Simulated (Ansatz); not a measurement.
A cut through the energy surface

Si₂H₅ (SMILES [SiH2][SiH3]), doublet, at its PBE0-D4/def2-TZVP minimum:

```xyz
7
angstrom
Si -0.2096 -1.3612 -0.1911
Si 0.3579 0.8892 -0.0620
H -0.0026 -2.1239 1.0703
H -1.5736 -1.6246 -0.7256
H 0.2100 1.5028 -1.4080
H -0.4958 1.6431 0.8986
H 1.7749 1.0068 0.3722
```

The dihedral angle H3–Si1–Si2–H5 (175.4° at the minimum) is set to the values below, the two halves turning rigidly about the central bond. Each method's energies count from its own value at the PBE0-D4 minimum structure. Program: Ansatz 0.2.0. Basis: def2-TZVPP. Cores are frozen in the correlated methods; orbitals are unrestricted. B3LYP uses VWN-RPA correlation.

CCSD(T) energies along the scan:
```tsv
dihedral angle (°)	CCSD(T) (kJ/mol)
-178.5	0.09
-165.1	0.86
-151.8	2.09
-138.5	3.26
-125.1	3.89
-111.8	3.71
-98.5	2.89
-85.1	1.84
-71.8	1.08
```
They count from the CCSD(T) energy at the PBE0-D4 minimum.

Largest difference from the CCSD(T) curve over the scan: PBE-D4 0.55; r2SCAN-D4 0.38; B3LYP-D4 0.23; wB97M-V 0.21 kJ/mol. Each curve counts from its own value at the minimum.

The T1 diagnostic stays at or below 0.016. ⟨S²⟩ of the unrestricted Hartree–Fock references: 0.76 (a pure state has 0.75).

For scale, one of the runs: CCSD(T)/def2-TZVPP, 154 basis functions (an equivalent command: `ansatz run in.yaml --threads 2`). The run took 95 s on 2 CPU threads (shared host), with 2.1 GiB of host memory at its peak.
